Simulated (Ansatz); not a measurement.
Relaxation of C₃H₄Cl₂ (9 atoms, charge 0, multiplicity 1), to a largest force component of 0.02 eV/Å in at most 40 steps.

These are results of RKS r2SCAN-D4/STO-3G in Ansatz, not measurements.

```xyz
9
Properties=species:S:1:pos:R:3
C -0.215 -1.060 -0.516
C 0.480 0.154 0.025
Cl 2.169 0.087 -0.240
C 0.051 1.223 0.666
Cl -1.681 1.453 0.994
H -1.343 -0.935 -0.360
H -0.081 -1.089 -1.605
H 0.123 -1.927 -0.069
H 0.585 2.047 1.088
```

**Question.** Where does it end, and by what steps?

**Answer.** The run converged. Limits of this set-up: minimal basis. After 6 steps the energy has fallen by 0.482 eV; Cl3 moved furthest, 0.13 Å.

```tsv
step	energy less start (eV)	largest force component (eV/Å)	accepted
0	0.0000	4.105	yes
1	-0.4416	1.165	yes
2	-0.4671	0.387	yes
3	-0.4739	0.206	yes
4	-0.4788	0.179	yes
5	-0.4818	0.021	yes
6	-0.4819	0.007	yes
```

```xyz
9
Properties=species:S:1:pos:R:3
C -0.260 -1.033 -0.536
C 0.501 0.158 0.025
Cl 2.292 0.113 -0.231
C 0.012 1.228 0.680
Cl -1.742 1.406 1.005
H -1.333 -0.894 -0.340
H -0.091 -1.117 -1.622
H 0.084 -1.965 -0.059
H 0.624 2.057 1.060
```

Run time: 16 s on 1 thread of Arm Neoverse V2, with other jobs on the host, peak memory 0.1 GiB.
